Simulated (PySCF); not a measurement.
```xyz
5
charge 0 multiplicity 1, angstrom
C     0.5816    0.0000   -0.0446
O    -0.0459    0.0000    1.0967
O    -0.3347    0.0000   -1.0079
H    -1.0177    0.0000    0.9708
H     0.1333    0.0000   -1.8492
```

All numbers come from PBE0/[C def2-TZVP, O def2-TZVP, H def2-TZVP], no relativity, density fitting, PySCF.

This geometry of C(OH)₂ is a stationary point at this level.

What is the point group?

Cs.

Is it a minimum?

Yes: all harmonic wavenumbers are real.

Which band is strongest in the infrared?

1355 cm⁻¹ (a'), 301 km/mol.

What are the dipole moment and the gap between the highest occupied and lowest empty levels?

2.56 D and 6.82 eV.

Give the ideal-gas entropy at 298.15 K and 1 bar by parts.

translation 156.6, rotation 87.8, vibration 4.6, spin 0.0; total 248.9 J/(mol K).

This need not be the most stable arrangement of these atoms. At this level a singlet minimum of C2v symmetry lies 3 kJ/mol below this structure.
